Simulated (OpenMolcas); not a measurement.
## Li2 (lithium dimer): the energy, rung by rung

The species is Li2 (2 atoms), meant as a singlet with charge 0. SMILES: `[Li][Li]`. The bond length is the measured one.

```xyz
2

Li    0.0000    0.0000    0.0000
Li    0.0000    0.0000    2.6729
```

Each level gives the energy change with the Li1–Li2 bond stretched from 2.673 to 5.346 Å (eV). The values are calculated.

```csv
level,kind,program,value (eV),CPU time (all runs)
HF/6-31G (restricted),Hartree–Fock,OpenMolcas,1.29,2.9 s
PBE/6-31G (restricted),GGA,OpenMolcas,1.01,4.8 s
r2SCAN/6-31G (restricted),meta-GGA,OpenMolcas,1.04,5.6 s
PBE0/6-31G (restricted),global hybrid,OpenMolcas,1.15,4.7 s
"CASSCF(2,8)/6-31G",multireference,OpenMolcas,0.75,3.8 s
"MRCI(2,8)/6-31G",multireference,OpenMolcas,0.75,4.2 s
"SC-NEVPT2(2,2)/6-31G",multireference,OpenMolcas,0.46,3.1 s
ACPF/6-31G (restricted),coupled cluster or CI,OpenMolcas,0.22,3.3 s
FCI/3-21G,exact in the basis,OpenMolcas,0.81,20 s
```

Spin-restricted single references rise too steeply as a bond breaks, Hartree–Fock most of all. Perturbation and coupled-cluster corrections on them can overshoot downwards. The first shape isn't each level's own minimum. The values span 0.22 to 1.29 eV. All rows use very small basis sets, so even the best lies far from the true value. CPU times are rough (shared hosts, several kinds of processor): they show what a rung costs within a factor of a few.
